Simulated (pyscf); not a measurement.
Structures and frequencies: ωB97X-D3(BJ)/def2-SVP in PySCF.

`[BH2][NH][GeH3]` + `[OH2]` → `[NH2][GeH3]` + `[BH2][OH]`
Surface: singlet. Broken: B–N, H–O. Formed: H–N, B–O. Give ΔE‡ and ΔE from ωB97M-D3(BJ)/def2-TZVP, relative to the separated reactants.

ΔE‡ = 11.0 kcal/mol, ΔE = +0.1 kcal/mol. Zero-point energy shifts the barrier by +1.1 kcal/mol. It is a four-centre exchange, with an imaginary mode of 1291i cm⁻¹. On the product side the descent ends in an adduct with a B–N contact, 14.1 kcal/mol under the separated species and 24.4 kcal/mol under the saddle at ωB97X-D3(BJ)/def2-TZVP. What is counted as broken (B–N) persists as a longer contact in the product adduct; parting that adduct is a step of its own. The reactants may also form a dative adduct at H₂B–NH–GeH₃; it and routes through it were not searched. This is the saddle that the search found; another between the same sides may lie lower. Elements up to Kr have no core potential and no relativistic terms here.
